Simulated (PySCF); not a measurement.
Compound: C4H6FN.
SMILES: `N=C1CC(F)C1`

The closed-shell ground state was solved at several levels (PySCF, density fitting, gas phase, non-relativistic). Isolated species at its GFN2-xTB geometry (one conformer only).

```
        level  basis functions  HOMO (eV)  LUMO (eV)  gap (eV)  dipole (D)
  B3LYP/pcJ-1              222      -7.08      -0.53      6.55        1.74
PBE0/pcSseg-1              132      -7.35      -0.30      7.05        1.74
```

Problem. What might wB97X-D/def2-SVPD (171 basis functions) give for the same quantities?

Solution. HOMO -9.35 eV, LUMO 1.37 eV, gap 10.72 eV, dipole 1.75 D.

Problem. Over all these levels, which gives the widest orbital gap and which the narrowest?

Solution. wB97X-D/def2-SVPD (range-separated hybrid) has the widest, 10.72 eV, and B3LYP/pcJ-1 (global hybrid, 20 % exact exchange) the narrowest, 6.55 eV. Functional and basis both differ between the two, so the spread mixes both effects.

Problem. How far do the dipole and the HOMO energy spread over the levels?

Solution. The dipole runs from 1.74 to 1.75 D (mean 1.74 D) and the HOMO from -9.35 to -7.08 eV.
